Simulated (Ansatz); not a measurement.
# Rock-salt MgS: elastic constant C12 by level of theory

No measured value is used here.

```
level (code)     value (GPa)  cell (Å³/atom)
---------------  -----------  --------------
LDA (Ansatz)            42.9           16.87
PBE (Ansatz)               ?           17.88
PBEsol (Ansatz)         40.9           17.39
r²SCAN (Ansatz)         44.1           17.61
```

Q: Complete the blanks.

A: 
- PBE (Ansatz, a quantum-chemistry and plane-wave program), value (GPa): 41.6

Each level is taken at its own relaxed cell. Cutoffs differ between the levels. Ansatz's density-functional and Hartree–Fock values are scalar-relativistic unless marked +SOC, with PAW data made under PBE.
